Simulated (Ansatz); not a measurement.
**What a trial cell of Bi relaxes into**

The calculation used DFT r2SCAN, scalar-relativistic, plane waves, PAW (Ansatz 0.2.0). Cutoff 500 eV, Γ-centred k mesh, Gaussian smearing, no spin polarisation in the final step.

The start puts Bi on the lonsdaleite structure type (P6_3/mmc, No. 194), at a guessed volume.

```
CELL_PARAMETERS angstrom
4.60663 0.00000 0.00000
-2.30332 3.98946 0.00000
0.00000 0.00000 7.60094
ATOMIC_POSITIONS crystal
Bi 0.33333 0.66667 0.43750
Bi 0.66667 0.33333 0.93750
Bi 0.66667 0.33333 0.56250
Bi 0.33333 0.66667 0.06250
```

Cell and atoms relax at zero pressure; the relaxation can't lower the symmetry of the start. After a coarse first stage the cell is made exact in the group found at 0.06 Å.

Energies count from the standard state of Bi at the same level.

Task: Which crystal results?

Result: It keeps P6_3/mmc (No. 194). The result has the lonsdaleite structure. Conventional cell: a = 5.410 Å, c = 7.110 Å. Around Bi lie 4 Bi at 3.04–3.17 Å.

```xyz
4
Lattice="5.4104 0.0000 0.0000 -2.7052 4.6856 0.0000 0.0000 0.0000 7.1101" Properties=species:S:1:pos:R:3 pbc="T T T"
Bi    0.0000    3.1237    3.2956
Bi    2.7052    1.5619    6.8507
Bi    2.7052    1.5619    3.8145
Bi    0.0000    3.1237    0.2594
```

Task: What are its volume, energy, density and gap?

Result: The volume per atom is 45.06 Å³, the density is 7.70 g/cm³ and the energy over the standard structure is 0.110 eV/atom. The gap on the 9×9×6 mesh is 0.12 eV.

The final run used a 9×9×6 mesh on its 4-atom cell and 0.02 eV smearing. Spin–orbit coupling is left out. A structure relaxed within its symmetry needn't be a true minimum. The steps took roughly 6 core-minutes in all.